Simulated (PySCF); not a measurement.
CH₃Cl.

```xyz
5

C      0.0000     0.0000    -1.1338
Cl     0.0000     0.0000     0.6606
H      0.8925     0.5153    -1.4756
H      0.0000    -1.0306    -1.4756
H     -0.8925     0.5153    -1.4756
```

Geometry: B3LYP-D3(BJ)/def2-TZVP.

Calculation: PBE/pcSseg-2 run with PySCF. Non-relativistic, no solvent.

Computed absolute GIAO shielding of each atom: isotropic value and principal components (ppm):
```
atom  σ(iso)    σ11    σ22     σ33   span
----  ------  -----  -----  ------  -----
C1     148.4  128.9  128.9   187.6   58.7
Cl2    903.0  804.8  804.8  1099.4  294.6
H3      28.4   23.1   26.3    35.7   12.6
H4      28.4   23.1   26.3    35.7   12.6
H5      28.4   23.1   26.3    35.7   12.6
```
